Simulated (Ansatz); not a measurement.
```yaml
crystal:
  periodic: [false, false, false]
  atoms:
    - {symbol: O, position_ang: [0.797204, -0.967195, 0.153253]}
    - {symbol: Si, position_ang: [-0.255328, -0.049753, -0.625025]}
    - {symbol: P, position_ang: [-0.119553, -0.348694, 1.524551]}
    - {symbol: H, position_ang: [-1.269301, -0.774782, -1.475738]}
    - {symbol: H, position_ang: [0.302033, 1.159721, -1.290036]}
    - {symbol: H, position_ang: [0.557364, 0.820801, 1.726672]}
basis:
  gaussian: {orbitals: 6-31G}
hamiltonian: {xc: {name: revPBE}, dispersion: d3bj}
output: {forces: true}
```

```sh
$ ansatz run in.yaml --threads 2 --pin off --events-out ev --progress --plain --max-ram 4352MiB
```

It prints (some lines left out):

```
Functional definition: revPBE
451 factors; integrals over basis functions are off by at most 2.1e-4 eV
mean field evaluation 1: about -19247.5820 eV, gradient 5.5e1 eV
mean field evaluation 2: about -19156.4939 eV, gradient 1.6e2 eV
mean field evaluation 4: about -19252.7793 eV, gradient 1.1e1 eV
mean field evaluation 8: about -19253.2666 eV, gradient 4.9e-1 eV
mean field evaluation 16: about -19253.2677 eV, gradient 6.3e-5 eV
mean field -19253.26766368 eV, -707.5445363067 hartree, gradient 6.3e-5 eV, S^2 0.000000; 0 other end points of the search recorded, 0 dependent functions left out
reference -19253.26770383 eV, -707.5445377823 hartree; 20, 20 occupied and 21, 21 virtual orbitals, 451 factors
Total energy: -19253.56445793 eV, -707.5554432943 hartree
Atom 0 at     0.797204    -0.967195     0.153253 Å, force     6.065892    -4.667309     0.933915 eV/Å
Atom 1 at    -0.255328    -0.049753    -0.625025 Å, force    -4.617076     3.373337    -4.751497 eV/Å
Atom 2 at    -0.119553    -0.348694     1.524551 Å, force    -2.963497    -1.203104     3.397645 eV/Å
Atom 3 at    -1.269301    -0.774782    -1.475738 Å, force    -0.040882     0.065569     0.057677 eV/Å
Atom 4 at     0.302033     1.159721    -1.290036 Å, force     0.110039     0.359514    -0.123419 eV/Å
Atom 5 at     0.557364     0.820801     1.726672 Å, force     1.445524     2.071993     0.485678 eV/Å
Dipole moment:    -0.213493     0.425273    -0.147193 e Å
```

Run time 0.7 s (2 threads of an Arm Neoverse V1 on a shared host); peak host memory 0.08 GiB.
